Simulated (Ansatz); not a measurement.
in.yaml

```yaml
crystal:
  periodic: [false, false, false]
  atoms:
    - {symbol: Hf, position_ang: [-0.210200, 0.001568, 0.001612]}
    - {symbol: N, position_ang: [2.136700, -0.015941, -0.016386]}
    - {symbol: H, position_ang: [2.503190, -0.967894, -0.014388]}
    - {symbol: H, position_ang: [2.520091, 0.460019, 0.800319]}
    - {symbol: H, position_ang: [2.507421, 0.451692, -0.843682]}
basis:
  gaussian: {orbitals: def2-SVP}
total_charge: 1
magnetization: {spin_polarized: true, initial_magnetization: 1}
hamiltonian: {xc: {name: B2PLYP}}
correlation: {electrons: outside_noble_gas}
```

```sh
$ ansatz run in.yaml --threads 1 --pin off --events-out ev --progress --plain --max-ram 2816MiB --backend cpu
```

Output:

```
626 factors; integrals over basis functions are off by at most 1.0e-3 eV
mean field evaluation 1: about -2815.6621 eV, gradient 5.0e1 eV
mean field evaluation 2: about -2815.6603 eV, gradient 5.0e1 eV
mean field evaluation 4: about -2826.7411 eV, gradient 3.3e0 eV
mean field evaluation 8: about -2826.8997 eV, gradient 3.5e-1 eV
mean field evaluation 16: about -2827.0326 eV, gradient 7.9e-1 eV
mean field evaluation 32: about -2827.0445 eV, gradient 1.4e-1 eV
mean field evaluation 64: about -2827.0396 eV, gradient 2.2e-2 eV
mean field evaluation 96: about -2801.2239 eV, gradient 1.8e1 eV
mean field -2827.03965210 eV, -103.8917909783 hartree, gradient 1.6e-6 eV, S^2 1.225100; 7 other end points of the search recorded, 0 dependent functions left out
5 core orbitals not correlated: weight in the atoms' cores, before any rotation towards them, 0.998 or more for the frozen orbitals, at most 0.001 for the correlated occupied ones
reference -2827.03978092 eV, -103.8917957126 hartree; 6, 5 occupied and 50, 51 virtual orbitals, 626 factors
second order -7.12674935 eV of doubles, -0.00000000 eV of singles
Total energy: -2828.96400325 eV, -103.9625095787 hartree
```

Ran on 1 thread of AMD EPYC 7R13, shared host: 18 s wall, 0.26 GiB peak host memory.
